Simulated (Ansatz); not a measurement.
Gas-phase electronic energies from Ansatz, PBE0-D4/def2-TZVP geometries. CBS: MP2 limit from def2 TZ/QZ plus the TZ coupled-cluster correction, frozen cores. This one scheme is used for every species. DFT in def2-TZVPP. B3LYP here is the variant with VWN-RPA as its local correlation; programs differ in this. One conformer a species, not always the lowest.

Consider the substitution at a C–C bond: `CC(F)(F)C=O` + CH₃OH → `COC(C)(F)F` + `C=O`.

Is it downhill or uphill in electronic energy at CCSD(T)/CBS, and by how much? (Best estimate.)

Computed: Nearly level: ΔE = +0.02 eV.

What do these levels give: PBE-D4, B3LYP-D4, ωB97X-V, ωB97M-V, PBE, PBE0, B3LYP, MP2/def2-TZVPP, SCS-MP2/def2-TZVPP, SCS-MP2/def2-QZVPP, MP2/CBS(def2), CCSD/CBS(def2)? (Best estimate.)

Computed: PBE-D4 0.04, B3LYP-D4 0.01, ωB97X-V -0.02, ωB97M-V -0.01, PBE 0.06, PBE0 0.03, B3LYP 0.03, MP2/def2-TZVPP 0.00, SCS-MP2/def2-TZVPP 0.00, SCS-MP2/def2-QZVPP 0.02, MP2/CBS(def2) 0.04, CCSD/CBS(def2) 0.02 eV.

Largest T1 diagnostic among the species: 0.015.

In def2-TZVPP, CCSD(T) changes the Hartree–Fock value by +0.05 eV (the triples alone add −0.00 eV) and MP2 by +0.07 eV. From PBE to PBE0 (25 % exact exchange), in def2-TZVPP and without D4, ΔE moves by −0.03 eV.
